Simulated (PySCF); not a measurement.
**BFCl: from structure and modes to constants**

Computed with UPBE0 in PySCF with B def2-TZVP, F def2-TZVP, Cl def2-TZVP; no relativity; density-fitted integrals.

The doublet minimum has Cs symmetry. Masses (u): B 11.00930, F 18.99840, Cl 34.96885.

```xyz
3
charge 0 multiplicity 2, angstrom
B    -0.0048    0.5683   -0.5575
F     0.0016   -0.1852   -1.6175
Cl    0.0007   -0.0784    1.0542
```

Harmonic wavenumbers (cm⁻¹): 386.4 (a', ×1), 809.2 (a', ×1), 1345.8 (a', ×1).

**Question.** What is the harmonic zero-point energy?

**Answer.** Half the sum of all 3 wavenumbers, 2541/2 = 1271 cm⁻¹, which is 15.2 kJ/mol (1 cm⁻¹ = 0.0119627 kJ/mol).

**Question.** Give the standard entropy (298.15 K, 1 bar) by its translational, rotational, vibrational and spin parts, and Cp.

**Answer.** Sackur–Tetrode with M = 64.98 u gives 160.9; rotation with symmetry number 1 gives 92.5; vibration 5.2; spin R ln 2 = 5.8. The total is 264.3 J/(mol K), and Cp = 4 R + 9.5 = 42.7 J/(mol K).

Only a few start shapes were tried, so a lower isomer may exist.
